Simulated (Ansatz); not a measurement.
**SiH₄ (quintet): from Hartree-Fock to the top rungs, 6-31G**

Aim: climb from Hartree-Fock through coupled cluster and multireference methods for SiH₄ (quintet) at one geometry and basis, and see what each rung misses.

Computed with Ansatz 0.2.0, Gaussian basis. Level: 6-31G, core rule «outside noble gas», up to 5 orbitals frozen.

Plan: UHF; CCSD(T) on ROHF; CCSD(T) on UHF; BCCD(T) on ROHF; CISD; CCSDT(Q) on ROHF; CCSDT(Q) on UHF; CISDTQ; CCSDTQ on ROHF; CCSDTQ on UHF; CASSCF and MRCISD+Q, 8 electrons in 8 orbitals; CASSCF and NEVPT2, 8 electrons in 8 orbitals; Full CI; Full CI in the symmetry of the determinant.

26 further runs of the same task are left out: 10 that didn't finish, 16 set aside as unsound or not needed.

## Step 1: What is computed

The geometry is a PBE0/def2-TZVP stationary point (not a proven minimum) of the parent state, kept for this charge and spin.

5 atoms, charge 0, spin multiplicity 5.

Atoms are counted from 1 here; the program's logs count them from 0.

Bond lengths: Si1–H2 1.529 Å, Si1–H3 1.529 Å, Si1–H4 1.529 Å, Si1–H5 1.529 Å. Angles: H2–Si1–H3 90.0°, H2–Si1–H4 90.0°, H2–Si1–H5 180.0°, H3–Si1–H4 180.0°, H3–Si1–H5 90.0°, H4–Si1–H5 90.0°.

## Step 2: UHF

The input, in.yaml:

```yaml
crystal:
  periodic: [false, false, false]
  atoms:
    - {symbol: Si, position_ang: [0.000000, 0.000000, 0.000000]}
    - {symbol: H, position_ang: [-0.011525, 1.085107, 1.077576]}
    - {symbol: H, position_ang: [-0.016497, -1.077632, 1.084987]}
    - {symbol: H, position_ang: [0.016497, 1.077632, -1.084987]}
    - {symbol: H, position_ang: [0.011525, -1.085107, -1.077576]}
basis:
  gaussian: {orbitals: 6-31G}
magnetization: {spin_polarized: true, initial_magnetization: 4}
hamiltonian: {xc: hf}
output: {orbitals: {seedname: orbitals}}
```

The run is started by

```
$ ansatz run in.yaml --threads 1 --pin off --events-out ev --progress --plain --max-ram 2393MiB
```

The runs that follow: CCSD(T) on ROHF; CCSD(T) on UHF; BCCD(T) on ROHF; CISD; CCSDT(Q) on ROHF; CCSDT(Q) on UHF; CISDTQ; CCSDTQ on ROHF; CCSDTQ on UHF; CASSCF and MRCISD+Q, 8 electrons in 8 orbitals; CASSCF and NEVPT2, 8 electrons in 8 orbitals; Full CI; Full CI in the symmetry of the determinant.

Q: Predict the results of all the runs planned. Wanted: FCI below the RHF energy; RMP2 from FCI; UMP2 from FCI; RCCSD from FCI; RCCSD(T) from FCI; UCCSD(T) from FCI; RCCSDT(Q) from FCI; UCCSDT(Q) from FCI; NEVPT2 valence from FCI.

The runs gave:

| quantity | value |
| --- | --- |
| FCI below the RHF energy | -1.8436 eV |
| RMP2 from FCI | +617.3 meV |
| UMP2 from FCI | +621.0 meV |
| RCCSD from FCI | +53.8 meV |
| RCCSD(T) from FCI | +19.2 meV |
| UCCSD(T) from FCI | +20.4 meV |
| RCCSDT(Q) from FCI | +0.6 meV |
| UCCSDT(Q) from FCI | +0.6 meV |
| NEVPT2 valence from FCI | +197.5 meV |
| MRCISD+Q valence from FCI | +1.8 meV |
| levels within 1 kcal/mol (43 meV) | RCCSD(T), UCCSD(T), BCCD(T), RCCSDT, UCCSDT, CISDTQ, RCCSDT(Q), UCCSDT(Q), RCCSDTQ, UCCSDTQ, MRCISD valence, MRCISD+Q valence |
| T1 diagnostic | 0.027 |
| effectively unpaired electrons | 4.02 |

**Reading.** RCCSD(T) lands +19.2 meV from the yardstick (1.0 % of the correlation energy). One determinant dominates. Of the multireference levels listed MRCISD+Q valence comes nearest in total energy (+1.8 meV), which doesn't show that its space is the better one. These misses are within one basis, not against nature; the frozen cores of restricted and unrestricted runs differ, which can shift their rows.
